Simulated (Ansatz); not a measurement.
I need a comparison of dispersion corrections of C3H2O3, SMILES O=c1occo1. Use the Ansatz DFT code, driven from Python. Use (for the species named): BLYP, def2-SVP basis, multiplicity 1, D3BJ dispersion.

`disp_c3h2o3.py`
```python
"""Size of D3 and D4 in C3H2O3."""

from dataclasses import dataclass

import ansatz as az
from rdkit import Chem
from rdkit.Chem import AllChem


@dataclass(frozen=True)
class Settings:
    basis: str = "def2-SVP"


cfg = Settings()


def main() -> None:
    # a force-field geometry from the SMILES
    rd = Chem.AddHs(Chem.MolFromSmiles("O=c1occo1"))
    AllChem.EmbedMolecule(rd, randomSeed=361)
    AllChem.UFFOptimizeMolecule(rd)
    geometry = az.Crystal.molecule()
    for atom, xyz in zip(rd.GetAtoms(), rd.GetConformer().GetPositions()):
        geometry = geometry.atom(atom.GetSymbol(), xyz.round(5).tolist())

    model = geometry.calculation().basis(gaussian=cfg.basis)
    for name in ["blyp", "revpbe"]:
        for correction in ("d3bj", "d4"):
            rep = model.functional(name, dispersion=correction).run().report
            print(f"{name:8s} {correction:5s} total {rep['free_energy_ev']:.5f} eV, of which dispersion {1000 * rep['dispersion']['energy']['ev']:.2f} meV")


if __name__ == "__main__":
    main()
```

Running `python disp_c3h2o3.py` prints:
```text
blyp     d3bj  total -9274.70077 eV, of which dispersion -308.84 meV
blyp     d4    total -9274.76826 eV, of which dispersion -376.33 meV
revpbe   d3bj  total -9274.20529 eV, of which dispersion -384.76 meV
revpbe   d4    total -9274.41896 eV, of which dispersion -598.43 meV
```

What to keep in mind:
- The settings weren't tested for convergence.
- The geometry is a force-field or estimated start, not a minimum of this method, and the basis set is short of its limit. D4 holds the three-body term, and d3bj doesn't.
- Timing: 8.9 s on 1 thread of Arm Neoverse V1, with other jobs on the host, peak memory 0.24 GiB.
